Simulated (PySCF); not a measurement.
Molecule: SMILES C(C(=C)C)F, C$_{4}$H$_{7}$F.

Bonds (- single, = double, # triple, : aromatic): C1=C2, C2-C3, C2-C4, C4-F5. C1 carries H6, H7; C3 carries H8, H9, H10; C4 carries H11, H12. H7 is cis to C3; H6 is trans to C3.

Coordinates of the point at 0° (Å):
```xyz
12

C     0.207    1.368   -0.637
C     0.067    0.170   -0.092
C     1.180   -0.819    0.032
C    -1.273   -0.267    0.448
F    -1.232   -1.533    0.975
H    -0.615    2.059   -0.712
H     1.152    1.701   -1.029
H     1.338   -1.073    1.080
H     0.920   -1.739   -0.489
H     2.101   -0.419   -0.383
H    -1.608    0.396    1.256
H    -2.031   -0.283   -0.343
```

The dihedral C3–C2–C4–F5 is held at the listed angle and the rest relaxed with GFN2-xTB; couplings at B3LYP/pcJ-1 (spin–dipole term only in couplings to heteroatoms) (PySCF 2.14, gas phase, non-relativistic), for fixed nuclei without averaging.

Question: How do the three-bond couplings across the rotated bond vary?

Answer: 
```tsv
held angle (°)	C3,F5: φ (°), J (Hz)	C1,F5: φ (°), J (Hz)	C3,H12: φ (°), J (Hz)	C3,H11: φ (°), J (Hz)	C1,H12: φ (°), J (Hz)	C1,H11: φ (°), J (Hz)
0	0, 12.4	180, 3.7	-119, 1.5	119, 1.5	61, 4.0	-61, 3.9
30	30, 8.5	-151, 4.1	-88, 0.9	150, 3.9	91, 4.2	-31, 4.6
60	60, 2.1	-120, 6.6	-58, 2.4	179, 5.8	123, 5.8	-1, 5.0
90	90, 0.3	-89, 8.7	-28, 4.0	-152, 5.9	153, 7.2	29, 4.8
120	120, 1.6	-59, 6.9	1, 4.7	-122, 3.5	-177, 6.8	59, 3.9
150	150, 2.0	-29, 9.4	31, 3.5	-91, 0.8	-148, 5.3	90, 3.6
180	180, 1.9	0, 12.4	61, 1.3	-61, 1.3	-119, 4.2	119, 4.2
210	-150, 2.0	29, 9.5	91, 0.8	-31, 3.5	-90, 3.6	148, 5.3
240	-120, 1.6	59, 7.0	122, 3.5	-1, 4.7	-59, 3.9	177, 6.8
270	-90, 0.3	89, 8.7	152, 5.9	28, 4.0	-29, 4.8	-153, 7.2
300	-60, 1.9	120, 6.8	-179, 5.8	58, 2.4	1, 5.0	-123, 5.8
330	-30, 8.5	151, 4.1	-150, 3.9	88, 0.9	31, 4.6	-91, 4.2
```

Question: Fit a Karplus curve A cos²φ + B cos φ + C to ³J(C3,F5).

Answer: A = 6.8, B = 3.7, C = 0.2 Hz; rms residual 1.2 Hz. The plain average over the scan is 3.6 Hz.

Question: Fit a Karplus curve A cos²φ + B cos φ + C to ³J(C1,F5).

Answer: A = -0.4, B = 3.0, C = 7.5 Hz; rms residual 1.2 Hz. The plain average over the scan is 7.3 Hz.
